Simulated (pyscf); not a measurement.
Homolytic dissociation enthalpies at 298 K of Ge–H, H–Si, H–Sn bonds in 8 gas-phase molecules, in kcal/mol. Structures and frequencies: ωB97X-D3(BJ)/def2-SVP in PySCF. Both columns use the same structures and thermal terms. Rows were drawn at random from the closed-shell molecules with such a bond whose radicals are computed, keep their shape and have no isomer in the data more than 5 kcal/mol lower.

| row | molecule | radicals | PBE/def2-TZVP | ωB97M-D3(BJ)/def2-TZVP |
|---|---|---|---|---|
| 1 | H₃C–SnH(Cl)–Cl | H₃C–Sn•(Cl)–Cl + H• | 64.5 | 70.7 |
| 2 | H₃Si–SiH₂–SiH₂–SiH₃ | H₃Si–SiH•–SiH₂–SiH₃ + H• | 80.1 | 85.9 |
| 3 | H₂N–SiH₂–NH–SiH₂–NH–SiH₃ | H₂N–SiH₂–NH–SiH₂–NH–SiH₂• + H• | 82.4 | ? |
| 4 | H₂N–GeH(Cl)–Cl | H₂N–Ge•(Cl)–Cl + H• | 72.2 | 79.2 |
| 5 | H₃C–SnH₂–GeH₃ | H₃C–SnH•–GeH₃ + H• | 70.0 | 73.9 |
| 6 | H₃Si–Si(SiH₃)(SiH₃)–SiH₃ | •H₂Si–Si(SiH₃)(SiH₃)–SiH₃ + H• | 82.6 | 88.6 |
| 7 | Cl–Ge(Cl)(Cl)–GeH₃ | Cl–Ge(Cl)(Cl)–GeH₂• + H• | 78.9 | 82.4 |
| 8 | H₃Si–Si(SiH₃)(Cl)–SiH₂–Cl | H₃Si–Si(SiH₃)(Cl)–SiH•–Cl + H• | 81.4 | 88.0 |

### Question
Fit a line that carries the PBE values to the last column and predict row 3.

### Answer
In the 7 complete rows the last column lies 3.5 to 7.0 kcal/mol from PBE (mean 5.6, median 6.0). Least squares gives y = 5.6 + 1.00·x with residuals of 1.2 kcal/mol (root mean square). For row 3: 5.6 + 1.00 × 82.4 = 88.0 kcal/mol. The computed value is 91.1 kcal/mol, 3.1 over the line. Elements up to Kr have no core potential and no relativistic terms here. Elements past Kr carry the def2 core potentials, without spin-orbit coupling.
